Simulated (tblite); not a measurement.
Problem. What does the GFN2-xTB structure of `Oc1ccco1` look like in three dimensions?

Solution. 
Z-matrix in Å and degrees, rows numbered from 1:
```
O 
C   1  1.3433
C   2  1.3605  1  130.44
C   3  1.4211  2  105.27  1  -179.99
C   4  1.3546  3  106.68  2     0.03
O   2  1.3461  1  118.29  3  -179.98
H   1  0.9655  2  108.75  3   179.81
H   3  1.0685  2  126.79  1     0.06
H   4  1.0702  3  126.46  2  -179.95
H   5  1.0703  4  132.95  3   179.95
```

The 5-membered ring C2–C3–C4–C5–O6 has internal angles of 105.3° to 111.3° (sum 540°, against 540° for a flat polygon); it is planar, 0.00 Å rms from its mean plane, widest ring torsion 0°. O1 (phenol-type oxygen) is bent (angle 108.7°). The 6 heavy atoms lie in one plane (0.000 Å rms). The C–C distances run from 1.355 Å (C4–C5, aromatic) to 1.421 Å (C3–C4, aromatic), a spread of 0.066 Å.

Structure optimised with GFN2-xTB, isolated species.

Point group: Cs (tolerance 0.08 Å). Its GFN2-xTB frequencies are all real (lowest 294 cm⁻¹). The numbers are those of one conformer (H–O1–C2–C3 180°). 2 starts were optimised and ended at 0.00 and 2.74 kcal/mol (GFN2-xTB); the lowest of these is shown.

All values are computed, not measured.
